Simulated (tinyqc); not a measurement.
Stretching all distances: RHF, UHF, MP2, CISD and CCSD against full CI in the sto-3g basis, for LiH, spin multiplicity 1. Computed by the program tinyqc with PySCF. Command: `OMP_NUM_THREADS=1 python tinyqc.py 113077 113078 out.jsonl`; one thread of a shared host (Intel(R) Xeon(R) Processor @ 2.60GHz), about 9 s.

Geometry (angstrom):
```
atom,x,y,z
Li,0.0000,0.0000,0.0000
H,0.0000,0.0000,1.4620
```

All coordinates are multiplied by the scale. c0^2 is the weight of the RHF determinant in the lowest singlet FCI state (UHF is spin-contaminated and may lie near states of higher spin) and n(LUMO) the first natural occupation beyond the occupied space.

Full CI energy (hartree) and errors against it (kcal/mol):
```
scale,distance 1-2 (angstrom),E(FCI),RHF,UHF,MP2,CISD,CCSD,<S^2> UHF,c0^2,n(LUMO)
0.960,1.404,-7.87867,11.262,11.262,3.927,0.007,0.005,0.000,0.980,0.033
1.200,1.754,-7.87697,14.712,14.712,5.715,0.010,0.008,0.000,0.967,0.055
1.430,2.091,-7.85419,20.924,20.488,9.043,0.016,0.013,0.197,0.939,0.104
1.670,2.442,-7.82770,31.068,16.956,14.649,0.027,0.023,0.722,0.878,0.203
1.910,2.792,-7.80712,45.318,9.986,22.376,0.045,0.040,0.884,0.781,0.361
2.150,3.143,-7.79465,62.348,5.080,30.384,0.064,0.058,0.949,0.681,0.541
2.380,3.480,-7.78838,78.695,2.547,35.484,0.077,0.070,0.976,0.613,0.684
2.620,3.830,-7.78515,93.715,1.254,36.224,0.086,0.076,0.989,0.570,0.790
```

UHF parts from RHF first at scale 1.43 of those listed, where <S^2> leaves zero. The weight c0^2 goes from 0.98 to 0.57 and n(LUMO) from 0.03 to 0.79: static correlation grows as the bonds break into open-shell fragments. The spread of the error along the curve, which distorts its shape, is CCSD 0.1, CISD 0.1, UHF 19.2, MP2 32.3, RHF 82.5 kcal/mol.
